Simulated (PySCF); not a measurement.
A structure optimised at PBE0-D3(BJ)/def2-TZVP, used in a PySCF frequency run:

```
C
H 1 1.0840
C 1 1.4808 2 119.02
H 3 1.0916 1 112.17 2 -23.77
H 3 1.0964 4 108.13 1 123.23
H 3 1.1020 4 107.04 5 113.73
C 1 1.4808 2 119.02 3 167.06
H 7 1.0916 1 112.17 2 23.77
H 7 1.0964 8 108.13 1 -123.23
H 7 1.1020 8 107.04 9 -113.73
```
Charge 0, spin multiplicity 2.

Problem. Write its SMILES, formula and point group.

Solution. C[CH]C, C3H7, Cs

Problem. What are its rotational constants (standard atomic weights)?

Solution. 37.505, 8.4430, 7.5352 GHz
